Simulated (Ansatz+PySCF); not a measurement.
Values are calculated unless marked as measured or tabulated.
Several solutions for singlet H2O

```xyz
3

O     0.0000    0.0000   -0.2692
H     0.0000    1.6969    1.0770
H     0.0000   -1.6969    1.0770
```

Basis set: 6-31G (spherical functions). Charge 0, multiplicity 1.

PBE0 (unrestricted) was run from several starts with Ansatz (development build ahead of 0.2.0) and PySCF 2.14.0.

```csv
run,program,start,converged,energy (hartree),<S²>
A,Ansatz,search for the lowest state,yes,-76.00109,1.67
B,Ansatz,"atomic start, no search",yes,-75.91509,0.00
C,PySCF,program defaults,yes,-75.91509,0.00
D,Ansatz,stability test followed,yes,-76.00109,1.67
```

Q: Which runs reached the lowest solution of this kind, and what is wrong with the others?

A: A, D reached the lowest solution found. Converged but too high: B by 2.34 eV, C by 2.34 eV. Convergence only shows a stationary point, and even a stable one can lie too high; stability tests and further starts are what find lower ones. Caution: charge can spread falsely over distant fragments. Caution: the unrestricted determinant is a mixture of spin states.
